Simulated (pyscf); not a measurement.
Thermochemistry of product channels of germylene (GeH₂) [singlet] + water (H₂O) on the singlet surface, in kcal/mol, from ωB97M-D3(BJ)/def2-TZVP energies (ideal gas, 1 atm, RRHO with modes under 100 cm⁻¹ raised to 100, one conformer, R ln 2 for rigid chiral ones). Optimised with ωB97X-D3(BJ)/def2-SVP in PySCF.

```csv
products,ΔE,ΔH(298 K),ΔG(600 K),ΔG(900 K)
HO–GeH: [singlet] + hydrogen (H₂),?,-18.9,-15.8,-14.9
O=GeH₂ + hydrogen (H₂),?,+9.7,+13.9,+15.4
HO–GeH₃,?,-41.7,-21.8,-12.2
```

Q: Complete the blanks.

A: 
- HO–GeH: [singlet] + hydrogen (H₂), ΔE: -17.1
- O=GeH₂ + hydrogen (H₂), ΔE: +13.3
- HO–GeH₃, ΔE: -42.8

These are energies of the channels, which say nothing of barriers. Elements up to Kr have no core potential and no relativistic terms here.
